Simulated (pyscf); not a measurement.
## Addition across a multiple bond or ene-type step: H₃Si–SiH=AsH (SMILES [SiH3][SiH]=[AsH]) + H₂ (SMILES [H][H]) -> H₃Si–SiH₂–AsH₂ (SMILES [SiH3][SiH2][AsH2])

Gas phase, singlet surface, charge 0. Bonds broken: H3–H7. Bonds formed: As1–H3, Si2–H7. PySCF, gas phase, ωB97X-D3(BJ)/def2-SVP geometries.

Transition state (Å):

```xyz
10

As     0.1231    -2.3845    -0.0700
Si    -0.5033    -0.2539     0.3272
H     -1.2949    -0.9666    -0.9600
H     -1.1226    -2.8466     0.6812
H     -1.4625     0.1807     1.3819
Si     0.8531     1.4133    -0.5745
H     -1.6865    -0.0674    -0.9373
H      0.1629     2.7339    -0.5762
H      2.0940     1.4927     0.2475
H      1.1894     1.0070    -1.9676
```

One imaginary mode, 1302i cm⁻¹; descent along it reached the two sides named.

```json
[
 {"bond": "H3–H7", "change": "breaks", "reactant side (Å)": "0.762", "saddle": "0.981", "product side": "3.2"},
 {"bond": "As1–H3", "change": "forms", "reactant side (Å)": "3.6", "saddle": "2.194", "product side": "1.520"},
 {"bond": "Si2–H7", "change": "forms", "reactant side (Å)": "3.8", "saddle": "1.742", "product side": "1.493"}
]
```

Electronic energies relative to the separated reactants (kcal/mol):

```tsv
level	barrier	reaction energy	reverse barrier
ωB97X-D3(BJ)/def2-TZVP	30.2	-35.2	65.4
PBE/def2-TZVP	25.8	-29.2	55.1
r²SCAN/def2-TZVP	26.7	-31.5	58.1
B3LYP-D3(BJ)/def2-TZVP	30.3	-30.9	61.2
PBE0-D3(BJ)/def2-TZVP	25.5	-33.9	59.4
M06-2X/def2-TZVP	29.7	-31.0	60.8
ωB97M-D3(BJ)/def2-TZVP	29.2	-34.0	63.2
HF/def2-TZVP	39.3	-37.1	76.4
```

With ωB97M-D3(BJ)/def2-TZVP energies and thermal terms (ideal gas, 1 atm, RRHO with modes under 100 cm⁻¹ raised to 100, one conformer, R ln 2 for chiral ones without a mode under 150 cm⁻¹), in kcal/mol:

```
T (K)   ΔH‡   ΔG‡     ΔH     ΔG
-----  ----  ----  -----  -----
298    29.4  38.1  -31.5  -23.5
600    28.6  47.2  -32.0  -15.1
900    28.4  56.6  -31.8   -6.6
1200   28.6  66.0  -31.2   +1.7
```

At the saddle there is also a short H–Si contact that neither side keeps. This saddle turned up in a search for another step; its sides and bond changes are read from the two ends of the descent. H₃Si–SiH=AsH lies 9.2 kcal/mol over its isomer cyclic H₅AsSi₂ (SMILES [SiH2]1[SiH2][AsH]1) (electronic energy, ωB97M-D3(BJ)/def2-TZVP). H₃Si–SiH₂–AsH₂ lies 7.4 kcal/mol over its isomer H₃Si–AsH–SiH₃ (electronic energy, ωB97M-D3(BJ)/def2-TZVP). This is the saddle that the search found; another between the same sides may lie lower. Elements up to Kr have no core potential and no relativistic terms here.
